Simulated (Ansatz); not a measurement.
Process, species as SMILES: C=CCl + 3 [H][H] (H2) → 2 C (CH4) + Cl (HCl)
B3LYP-D3(BJ)/def2-TZVP geometries, fixed; electronic energies without zero-point terms.

Basis-set convergence of the energy of full hydrogenation at CCSD(T) with Ansatz (an electronic-structure program). Cartesian d functions, on some or all atoms, in 6-311+G**; all else is spherical. Cores are frozen. No added dispersion term, no relativity. Functions are those of the species that has most. Reference: Hartree-Fock in cc-pV(Q+d)Z plus the correlation part extrapolated as X^-3 from cc-pV(T+d)Z and cc-pV(Q+d)Z, -76.12 kcal/mol, itself unsure by roughly 0.18 kcal/mol (a third of the extrapolation step and of the last Hartree-Fock step).

```json
[
 {"basis": "3-21G", "functions": "37", "energy of full hydrogenation (kcal/mol)": "-68.21"},
 {"basis": "pcseg-0", "functions": "37", "energy of full hydrogenation (kcal/mol)": "-71.78"},
 {"basis": "def2-SV(P)", "functions": "52", "energy of full hydrogenation (kcal/mol)": "-62.00"},
 {"basis": "cc-pV(D+d)Z", "functions": "66", "energy of full hydrogenation (kcal/mol)": "…"},
 {"basis": "def2-SVPD", "functions": "91", "energy of full hydrogenation (kcal/mol)": "…"},
 {"basis": "6-311+G**", "functions": "93", "energy of full hydrogenation (kcal/mol)": "-73.87"},
 {"basis": "cc-pV(T+d)Z", "functions": "141", "energy of full hydrogenation (kcal/mol)": "-76.89"},
 {"basis": "def2-TZVPD", "functions": "147", "energy of full hydrogenation (kcal/mol)": "-72.89"},
 {"basis": "jun-cc-pV(T+d)Z", "functions": "168", "energy of full hydrogenation (kcal/mol)": "…"},
 {"basis": "aug-pcseg-2", "functions": "211", "energy of full hydrogenation (kcal/mol)": "-76.29"},
 {"basis": "aug-cc-pV(T+d)Z", "functions": "216", "energy of full hydrogenation (kcal/mol)": "…"},
 {"basis": "def2-QZVPP", "functions": "274", "energy of full hydrogenation (kcal/mol)": "-76.19"},
 {"basis": "def2-QZVPPD", "functions": "304", "energy of full hydrogenation (kcal/mol)": "-76.16"}
]
```

### Question
Some entries are withheld; supply them.

### Answer

- cc-pV(D+d)Z, energy of full hydrogenation (kcal/mol): -77.37
- def2-SVPD, energy of full hydrogenation (kcal/mol): -81.84
- jun-cc-pV(T+d)Z, energy of full hydrogenation (kcal/mol): -76.82
- aug-cc-pV(T+d)Z, energy of full hydrogenation (kcal/mol): -76.74
